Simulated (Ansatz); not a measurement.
# H2N2Si: the cost of one run

Method: DFT wB97X-V, Gaussian basis cc-pV(T+d)Z, and further levels as typed in the inputs, in Ansatz 0.2.0.

## (1) The starting structure

Bond lengths: Si1–N2 1.783 Å, N2–N3 1.130 Å, Si1–H4 1.417 Å, Si1–H5 1.448 Å. Angles: Si1–N2–N3 175.6°, N2–Si1–H4 108.0°, N2–Si1–H5 105.0°, H4–Si1–H5 94.3°.

As a file:

```xyz
5

Si    0.0162   -0.0061   -0.0053
N    -0.0107    0.0087    1.7770
N     0.0174    0.0924    2.9032
H     1.0475   -0.8854   -0.4206
H    -1.0532   -0.9038   -0.3887
```

## (2) Relaxing the atoms: H2N2Si

File input.yaml:

```yaml
relax:
  f_tol: 0.001
  max_steps: 200
crystal:
  periodic: [false, false, false]
  atoms:
    - { symbol: Si, position_ang: [0.016243, -0.006118, -0.005282] }
    - { symbol: "N", position_ang: [-0.01073, 0.008654, 1.776985] }
    - { symbol: "N", position_ang: [0.017448, 0.092388, 2.90319] }
    - { symbol: H, position_ang: [1.047506, -0.885379, -0.420601] }
    - { symbol: H, position_ang: [-1.053224, -0.903841, -0.388662] }
basis:
  gaussian: { orbitals: "cc-pV(T+d)Z.json" }
hamiltonian:
  xc: { name: wB97X-V }
```

The run is started by

```console
$ ansatz run input.yaml --threads 4 --pin off --max-ram 8192MiB --backend cpu --events-out ev --progress --plain --runs-dir out
```

What time and memory should one allow on 4 threads of AMD EPYC 7R43 (Zen 3), shared host?

About 40 s, with a peak of 0.28 GiB.
